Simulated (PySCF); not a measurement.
Isomers of C5H11F, one conformer each; single-point electronic energies without zero-point terms and without any empirical dispersion term.

Computed with PySCF at wB97X-D/pcSseg-2, non-relativistic, each on one gas-phase PBE0-D3(BJ)/def2-TZVP geometry that isn't relaxed in the solvent. The solvent is an IEF-PCM continuum (van der Waals radii × 1.2). Only the electrostatic response of the medium enters.

| isomer | relative energy, gas (kJ/mol) | dipole (D) |
| --- | --- | --- |
| CH3CH2CF(CH3)2, `CCC(C)(C)F` | 0.0 | 1.91 |
| CH3CH2CH2CHFCH3, `CCC[C@@H](C)F` | 10.3 | 1.84 |
| (CH3CH2)2CHF, `CCC(F)CC` | 10.7 | 1.84 |
| (CH3)3CCH2F, `CC(C)(C)CF` | 22.0 | 1.79 |

**Question.** How do the relative energies look in chloroform (ε = 4.711)?

**Answer.** 
```json
{"isomer": "CH3CH2CF(CH3)2, `CCC(C)(C)F`", "relative energy, solvent (kJ/mol)": "0.0", "E(solvent) − E(gas) (kJ/mol)": "-9.4", "dipole in solvent (D)": "2.36"}
{"isomer": "CH3CH2CH2CHFCH3, `CCC[C@@H](C)F`", "relative energy, solvent (kJ/mol)": "10.6", "E(solvent) − E(gas) (kJ/mol)": "-9.1", "dipole in solvent (D)": "2.24"}
{"isomer": "(CH3CH2)2CHF, `CCC(F)CC`", "relative energy, solvent (kJ/mol)": "11.6", "E(solvent) − E(gas) (kJ/mol)": "-8.5", "dipole in solvent (D)": "2.28"}
{"isomer": "(CH3)3CCH2F, `CC(C)(C)CF`", "relative energy, solvent (kJ/mol)": "22.9", "E(solvent) − E(gas) (kJ/mol)": "-8.5", "dipole in solvent (D)": "2.16"}
```

The order is unchanged. Conformers: `[CH3:1][CH2:2][C:3]([CH3:4])([CH3:5])[F:6]` with C1–C2–C3–C4 57°; `[CH3:1][CH2:2][CH2:3][C@@H:4]([CH3:5])[F:6]` with C1–C2–C3–C4 179°, C2–C3–C4–C5 179°; `[CH3:1][CH2:2][CH:3]([F:4])[CH2:5][CH3:6]` with C1–C2–C3–F4 -59°, C2–C3–C5–C6 -179°. CH3CH2CF(CH3)2, `CCC(C)(C)F` gains most from the continuum, and it has the largest gas-phase dipole. The gains span 0.9 kJ/mol, the gas-phase energies 22.0 kJ/mol.
